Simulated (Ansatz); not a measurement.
Which is lower?

Two isomers of SiNH2S, doublet, relaxed at PBE0-D4/def2-TZVP (vibrations not checked).

A:

```tsv
atom	x (Å)	y (Å)	z (Å)
N1	-1.2436	-0.1525	0.0441
Si2	0.0724	0.3350	0.8813
S3	1.5767	0.9359	1.9167
H4	0.7109	-0.9379	-1.4265
H5	1.4403	-0.8412	-1.2744
```

B:

```
5
angstrom
N -0.4824 0.5134 -0.2594
Si 0.1930 -0.4810 0.9272
S 1.6928 -1.7055 0.6235
H -1.2534 1.1350 -0.0798
H -0.1500 0.5382 -1.2116
```

Computed with Ansatz 0.2.0 (basis: def2-TZVPP); correlated methods freeze the cores; orbitals are unrestricted. B3LYP uses VWN-RPA correlation.

Which structure is lower at CCSD(T), and by how much? (Judge from chemistry; the value comes from the calculation.)

The calculation gives: B, by 86.53 kcal/mol (electronic energy, against the other). By their contacts, A is a complex of SiNS + H₂ and B is SiNH₂S ([NH2][Si][S]).

All methods give the same order:

```
   method  E(B) − E(A) (kcal/mol)
   PBE-D4                  -85.79
r2SCAN-D4                  -87.27
  PBE0-D4                  -91.91
 B3LYP-D4                  -86.48
  wB97M-V                  -89.07
       HF                  -88.35
      MP2                  -92.33
     CCSD                  -88.49
  CCSD(T)                  -86.53
```

No T1 diagnostic of these runs exceeds 0.029. ⟨S²⟩ of the unrestricted Hartree–Fock references: 0.77 to 0.79 (a pure state has 0.75).

Labels in which every atom is bracketed show which atoms are joined, not bond orders.
